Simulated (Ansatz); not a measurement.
Mulliken charges of CH$_{5}$BSi, SMILES `B1C[SiH2]1` from r2SCAN/def2-TZVPP in Ansatz (PBE0-D4/def2-TZVP geometry).

```tsv
atom	x (Å)	y (Å)	z (Å)	charge (e)
B1	-0.998	0.253	-0.555	-0.010
C2	-0.031	0.879	0.383	-0.281
Si3	0.310	-1.060	-0.124	0.155
H4	-1.561	0.670	-1.514	0.020
H5	0.110	0.559	1.418	0.153
H6	0.409	1.861	0.218	0.086
H7	0.503	-1.696	1.199	-0.050
H8	1.351	-1.522	-1.080	-0.072
```

By hand: the dipole of these point charges (1 e Å = 4.8032 D).

Σ q r = (-0.035, 0.040, 0.102) e Å, of length 0.115 e Å = 0.55 D.

How does the dipole of the full density compare? (Estimate.)

Computed: (0.144, 0.001, 0.126) e Å, 0.92 D; the point charges give 0.60 times that, at 69° from its direction.

Point charges leave out the atoms' own dipoles, such as those of lone pairs, and Mulliken's split depends on the basis, so the two needn't agree.
